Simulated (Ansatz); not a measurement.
How basis sets differ on Li2 (lithium dimer)

Li2, singlet, SMILES `[Li][Li]`. Each level relaxes the structure for itself.

Each level gives the equilibrium bond length (Å). The values are calculated.

**The experiment to reproduce.** Huber and Herzberg, Constants of Diatomic Molecules gives the equilibrium bond length of the gas as 2.673 Å.

```tsv
level	kind	program	value (Å)	computed − measured
HF/STO-3G	Hartree–Fock	Ansatz	2.696	+0.023
HF/3-21G	Hartree–Fock	Ansatz	2.816	+0.143
HF/6-31G* (Cartesian functions)	Hartree–Fock	Ansatz	2.807	+0.134
HF/cc-pVTZ	Hartree–Fock	Ansatz	2.784	+0.111
```

Nearest: HF/STO-3G (+0.023 Å); farthest: HF/3-21G (+0.143 Å).
